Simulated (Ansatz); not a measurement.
**Band gap of some III–V compounds, all zinc-blende**

Method: PBE0+SOC (Ansatz, a first-principles code; the runs differ in potentials, basis or settings). References are measured gaps from which a computed or estimated zero-point shift was taken out, by their sources or here, so that they lie as a rule above the printed measurements.

Values in eV.

| solid | reference | PBE0+SOC | error (eV) |
|---|---|---|---|
| zinc-blende GaSb | 0.84 | 1.23 | +0.39 |
| zinc-blende InP | 1.47 | 2.02 | +0.55 |
| zinc-blende BP | 2.2¶ (2.20–2.50) | 2.64 | +0.44 |
| zinc-blende AlAs | 2.28 | 2.62 | +0.34 |
| zinc-blende AlP | 2.54 | 2.94 | +0.40 |
| zinc-blende InSb | 0.26 | 0.77 | +0.51 |

Over these 6 solids the mean error is +0.44 eV, the mean absolute error 0.44 eV (median 0.42 eV), and the worst case zinc-blende InP at +0.55 eV; the value is too high in 6 of 6 cases.

¶ marks references of a special kind: zinc-blende BP, 2.2 eV (measured, zero-point renormalisation of 0.106 eV removed from the gap extrapolated to 0 K (as printed); the shift is computed, second of two values printed, our sources range from 2.20 to 2.50; as tabulated in X. Ren, F. Merz, H. Jiang et al., All-electron periodic G0W0 implementation …).

Brackets give the range of the sources taken for a reference, where it is wide; it can hold other temperatures.

Differences are worked out from the printed values.

Computed values are for a static lattice; measured ones hold zero-point and thermal shifts unless a correction is named.

Cells: PBE0+SOC at the measured cell. Caveats: for solids of elements lighter than gallium the value without spin–orbit coupling stands in (zinc-blende BP, zinc-blende AlP). Ansatz's density-functional and Hartree–Fock values are scalar-relativistic unless marked +SOC, with PAW data made under PBE.

Not in this set, of the III–V compounds with a reference value in our tables and a result at some level: 4 for no value at PBE0+SOC (not run, a failed fit, an unstable or unbound cell, or a value held back for tests); 2 for a reference of another kind, counted apart; 2 for a doubt noted on the run at PBE0+SOC; 1 for sources at odds. These can be a level's best or worst cases. At least 3 more with a reference value are held back for tests. Solids without a released value at any level aren't counted. Without +SOC, gaps count where the solid holds none of Ge, As, Se, Br, Sn, Sb, Te, I or the elements past barium, or holds Ge, As, Se or Br with a gap over 4 eV. Layered and molecular crystals are counted apart.

References as tabulated in, or derived from, Chen et al. (2018), doi:10.1103/physrevmaterials.2.073803; arXiv:2302.06325; X. Ren, F. Merz, H. Jiang et al., All-electron periodic G0W0 implementation ….
